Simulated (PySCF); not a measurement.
Gas-phase reaction: SiH₄ + SiO₂ + 2 H₂ ⇌ 2 H₃SiOH

Computed with PySCF and rigid-rotor harmonic-oscillator thermochemistry at 1 bar. † marks an energy on the PBE0/def2-TZVP geometry and frequencies; other levels use their own. MP2 freezes the core. 6-31G* has spherical d functions here. All species are closed-shell singlets. B3LYP is the form with VWN-RPA correlation. H₃SiOH: computed as isolated molecules; such fragments, hydroxides, amides, oligomers or adducts are transient or little studied in the gas. MP2 isn't extrapolated to the basis-set limit.

r2SCAN/def2-TZVP† gives ΔH°(298 K) = -309 kJ.

Question: What do MP2/def2-SVP†, HF/6-31G*, B3LYP/6-31G* give?

Answer: MP2/def2-SVP†: -307 kJ; HF/6-31G*: -389 kJ; B3LYP/6-31G*: -289 kJ. For scale, ΔH°(298 K) is -309 kJ at this level, -327 kJ at ωB97M-V/def2-TZVP†, and runs from -399 to -148 kJ over the 20 levels computed.
